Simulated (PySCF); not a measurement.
# H2O, singlet: computed properties

All numbers come from B3LYP in PySCF with O def2-TZVP, H def2-TZVP; no relativity; density-fitted integrals.

The structure is a minimum.

Z-matrix (Å, degrees; charge 0 multiplicity 1):
```
O
H  1 0.9627
H  1 0.9627 2 105.25
```

```
Point group                                                                   : C2v
Bond lengths                                                                  : O–H 0.963 Å (×2)
Bond angles                                                                   : H–O–H 105.2°
Entropy at 298.15 K and 1 bar                                                 : 188.8 J/(mol K)
Zero-point energy                                                             : 55.6 kJ/mol
Dipole moment                                                                 : 2.06 D
Lowest empty level                                                            : 0.37 eV
Atomisation energy without zero-point energy                                  : 951 kJ/mol
Heat capacity Cp at 298.15 K                                                  : 33.5 J/(mol K)
Rotational symmetry number                                                    : 2
Rotational constants                                                          : 27.58, 14.29, 9.412 cm⁻¹
Enthalpy at 298.15 K above 0 K                                                : 9.92 kJ/mol
Principal quadrupole moments (Buckingham, traceless) about the centre of mass : -2.35, -0.16, 2.51 D Å
Highest occupied level                                                        : -8.61 eV
Principal polarisabilities                                                    : 5.3, 6.7, 8.2 bohr³
```

Harmonic modes (masses in u: O 15.995, H 1.008):
```json
{"symmetry": "a1", "ω (cm⁻¹)": "1617", "IR (km/mol)": "80.8", "type": "bend"}
{"symmetry": "a1", "ω (cm⁻¹)": "3787", "IR (km/mol)": "4.5", "type": "stretch"}
{"symmetry": "b2", "ω (cm⁻¹)": "3892", "IR (km/mol)": "44.1", "type": "stretch"}
```

In C2v the vibrations span 2a1 + b2. Here b1 is antisymmetric to the molecular plane and b2 lies in it.

Charges (e):
```
atom  Mulliken  Löwdin  polar tensor  Mayer order to O1
  O1     -0.63   -0.31         -0.53                  –
H2,3      0.32    0.16          0.26               0.91
```

Mulliken populations on O1: s 3.81, p 4.80, d 0.02, f 0.00.

Counting electrons, oxygen keeps 4 of its valence electrons outside its bonds, so the VSEPR class is AX2E2 and the expected shape is bent (C2v), as computed.

The final relaxation and frequency run took 3.8 s on 2 threads of a shared Arm Neoverse V2 host, with 43 basis functions and 8 gradients; the process peaked at 0.5 GiB.
